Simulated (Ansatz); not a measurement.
# PNH+ (quintet): from Hartree-Fock to the top rungs, def2-TZVPP

One table from this session's results is given with a row withheld; the runs are named, their logs left out.

Program: Ansatz 0.2.0, Gaussian basis. Level of theory: def2-TZVPP, core rule «outside noble gas», up to 6 orbitals frozen. These are calculated values, not measurements.

The runs, in order: UHF; ROHF; CCSD(T) on UHF.

## What is computed

The geometry is a PBE0/def2-TZVP stationary point (not a proven minimum) of the parent state, kept for this charge and spin.

3 atoms, charge 1, spin multiplicity 5.

Atoms are counted from 1 here; the program's logs count them from 0.

Bond lengths: N1–P2 1.803 Å, P2–H3 1.428 Å. Angles: N1–P2–H3 94.6°.

Set-up of the first run:

in.yaml reads:

```yaml
crystal:
  periodic: [false, false, false]
  atoms:
    - {symbol: N, position_ang: [0.000000, 0.052135, 1.255614]}
    - {symbol: P, position_ang: [0.000000, -0.067361, -0.543360]}
    - {symbol: H, position_ang: [0.000000, 1.345503, -0.751144]}
basis:
  gaussian: {orbitals: def2-TZVPP}
total_charge: 1
magnetization: {spin_polarized: true, initial_magnetization: 4}
hamiltonian: {xc: hf}
output: {orbitals: {seedname: orbitals}}
```

The run is started by

```sh
$ ansatz run in.yaml --threads 1 --pin off --events-out ev --progress --plain --max-ram 4096MiB --backend cpu
```

Steps of the session up to this table: UHF; ROHF; CCSD(T) on UHF.

One of the session's tables, all rows but one given; the rest of the session is left out.

It belongs to the step «Misses and costs». 

| method | from UCCSD(T) (kJ/mol) |
| --- | --- |
| ROHF | +711.4 |
| UHF | +673.9 |
| UMP2 | +131.6 |
| UCCSD | ? |
| UCCSD(T) | 0 |

Estimate the missing values for UCCSD.

**Answer.** from UCCSD(T) (kJ/mol): +25.3. In the column «from UCCSD(T) (kJ/mol)» it lies between UCCSD(T) (0) and UMP2 (+131.6).
